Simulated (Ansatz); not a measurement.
**CHAlCl (doublet): the correlation ladder at a displaced geometry (v2), cc-pVDZ**

An exercise on one series of results from a longer session: the logs are not shown, and one member is left open.

Program: Ansatz 0.2.0, Gaussian basis. Level of theory: cc-pVDZ, core rule «outside noble gas», up to 11 orbitals frozen. These are calculated values, not measurements.

The runs, in order: UHF; CCSD(T) on ROHF; CCSD(T) on UHF; BCCD(T) on ROHF; CISD; CCSDT(Q) on ROHF; CCSDT(Q) on UHF; CASSCF and MRCISD+Q, 9 electrons in 9 orbitals; CASSCF and NEVPT2, 9 electrons in 9 orbitals.

23 further runs of the same task are left out: 7 that didn't finish, 16 set aside as unsound or not needed.

### The system

The geometry is a PBE0/def2-TZVP stationary point (not a proven minimum) with its atoms shifted at random (size 0.100 Å).

4 atoms, charge 0, spin multiplicity 2.

Atoms are counted from 1 here; the program's logs count them from 0.

Bond lengths: Al1–C2 1.983 Å, C2–Cl3 1.763 Å, C2–H4 1.016 Å. Angles: Al1–C2–Cl3 104.7°, Al1–C2–H4 142.7°, Cl3–C2–H4 109.1°.

Set-up of the first run:

in.yaml

```yaml
crystal:
  periodic: [false, false, false]
  atoms:
    - {symbol: Al, position_ang: [0.067781, -0.182907, 1.681727]}
    - {symbol: C, position_ang: [-0.097093, 0.925889, 0.045407]}
    - {symbol: Cl, position_ang: [-0.020473, -0.227405, -1.286293]}
    - {symbol: H, position_ang: [0.062636, 1.861951, -0.315512]}
basis:
  gaussian: {orbitals: cc-pVDZ}
magnetization: {spin_polarized: true, initial_magnetization: 1}
hamiltonian: {xc: hf}
output: {orbitals: {seedname: orbitals}}
```

Started as:

```
ansatz run in.yaml --threads 1 --pin off --events-out ev --progress --plain --max-ram 2393MiB
```

Among the steps run: UHF; CCSD(T) on ROHF; CCSD(T) on UHF; BCCD(T) on ROHF; CISD; CCSDT(Q) on ROHF; CCSDT(Q) on UHF; CASSCF and MRCISD+Q, 9 electrons in 9 orbitals; CASSCF and NEVPT2, 9 electrons in 9 orbitals.

One of the session's tables, all rows but one given; the rest of the session is left out.

```
   method  from UCCSDT(Q) (meV)
     ROHF                     ?
      UHF               +9262.5
     RMP2               +1357.0
     UMP2               +1424.2
     CISD               +1333.6
    RCCSD                +314.9
    UCCSD                +313.3
 RCCSD(T)                 +52.4
 UCCSD(T)                 +53.8
  BCCD(T)                 +49.8
   RCCSDT                 +22.2
   UCCSDT                 +21.9
RCCSDT(Q)                  +2.1
UCCSDT(Q)                     0
```

Q: Estimate the row for ROHF from the others.

As computed: from UCCSDT(Q) (meV): +9396.7. In the column «from UCCSDT(Q) (meV)» it is the highest.

Left out of the table: CASSCF frontier, NEVPT2 frontier, MRCISD frontier, MRCISD+Q frontier (the active space lost an orbital or holds another state than full CI finds).

To keep in mind: Restricted and unrestricted rows rest on different reference determinants; where their highest levels disagree by more than a few hundredths of an eV, they describe different states and don't form one ladder. Warnings in the runs' records: passed over end.
